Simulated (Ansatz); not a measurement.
SiH4 (silane): from total energies to a heat of formation

SiH4 has 5 atoms, charge 0, and is taken as a singlet. As SMILES, `[SiH4]`. The shape is that of a PBE0-D4/def2-TZVP optimisation.

Total energies at revPBE/6-31G (Ansatz 0.2.0); the atoms run unrestricted:

| species | state | energy (Eh) |
| --- | --- | --- |
| SiH4 | singlet | -291.766292 |
| Si | triplet | -289.291892 |
| H | doublet | -0.501936 |

Harmonic wavenumbers at PBE0-D4/def2-TZVP, in cm⁻¹: 907, 907, 907, 968, 968, 2236, 2246, 2246, 2246.

Measured heats of formation of the gaseous atoms at 298.15 K, in kJ/mol: Si 450.0, H 218.0. Spin-orbit lowering of the atoms at 298 K (mean of the ground term's levels less their thermal mean, from spectra), in kJ/mol: Si 0.44. Take 1 Eh = 2625.50 kJ/mol, 1 cm⁻¹ = 0.0119627 kJ/mol, RT = 2.479 kJ/mol.

Q: Work out the heat of formation of the gas at 298 K.

A: 
1. Electronic atomisation energy: (-289.291892) + 4 × (-0.501936) − (-291.766292) = 0.466656 Eh = 1225.2 kJ/mol.
2. Zero-point energy: half the sum of the wavenumbers, 6815.5 cm⁻¹ = 81.5 kJ/mol.
3. Thermal vibrational enthalpy, Σ hcν̃/(exp(hcν̃/kT) − 1): 0.6 kJ/mol. Translation, rotation and pV of a non-linear molecule: 4 RT = 9.9 kJ/mol.
4. The 5 free atoms carry 5/2 RT each: 31.0 kJ/mol.
5. Spin-orbit coupling lowers the free atoms by 0.44 = 0.4 kJ/mol.
6. Atomisation enthalpy at 298 K: 1225.2 − 0.4 − 81.5 − 0.6 − 9.9 + 31.0 = 1163.8 kJ/mol.
7. Sum of the atoms' heats of formation: 1322.0 kJ/mol. Heat of formation: 1322.0 − 1163.8 = +158.2 kJ/mol.

The tabulated value is +34.3 kJ/mol (NIST-JANAF tables), so this level is off by +123.9 kJ/mol, or 9.6 % of the atomisation enthalpy that the table implies (1287.7 kJ/mol). A basis without polarisation functions underbinds badly. Anharmonicity and any spin-orbit splitting of the molecule are left out.
